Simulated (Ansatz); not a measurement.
Ideal-gas functions of `[NH2][AlH][SiH3]` at 400 K and 1 bar, from an Ansatz frequency run at PBE0-D4/def2-TZVP.

Molar mass 75.12 g/mol, point group Cs (symmetry number 1), electronic degeneracy 1, moments of inertia 29.241, 172.73, 196.194 u Å². Harmonic wavenumbers (cm⁻¹, unscaled): 56, 131, 297, 374, 432, 447, 468, 535, 574, 733, 816, 872, 938, 939, 1568, 1919, 2193, 2199, 2201, 3602, 3693.

Use S(trans) = R[1.5 ln M + 2.5 ln T − 1.1517]; rotational temperatures θ = 24.2544 K / I; S(rot) = R[ln(√π/σ · √(T³/θAθBθC)) + 1.5]; for each mode x = 1.438777 ν̃/T, S = R[x/(eˣ − 1) − ln(1 − e⁻ˣ)] and H = RT x/(eˣ − 1); 1 cm⁻¹ = 0.0119627 kJ/mol; R = 8.31446 J/(mol·K).

Problem. By hand: the entropy, in J/(mol·K).

Solution. Translation 168.8. Rotation: θ = 0.8295, 0.1404, 0.1236 K, giving 109.6. Vibration, mode by mode: 21.65, 14.65, 8.15, 6.45, 5.44, 5.21, 4.90, 4.05, 3.62, 2.31, 1.82, 1.55, 1.28, 1.28, 0.20, 0.07, 0.03, 0.03, 0.03, 0.00, 0.00, in all 82.7. Electronic 0.0. Sum 361.1 J/(mol·K).

Problem. By hand: H − E and G − E in kJ/mol, counted from the electronic energy.

Solution. Zero-point energy ½ × 24987 × 0.0119627 = 149.5; thermal vibration 17.7; translation, rotation and pV give 4 RT = 13.3. H − E = 180.5 kJ/mol, and G − E = 180.5 − 400 × 361.1/1000 = 36.1 kJ/mol.

Vibration gives 23 % of the entropy, 36.3 J/(mol·K) of it from the modes under 150 cm⁻¹: soft modes count most, and the harmonic formula is weakest for them. The sum counts one conformer and one mirror image; others add a mixing term.
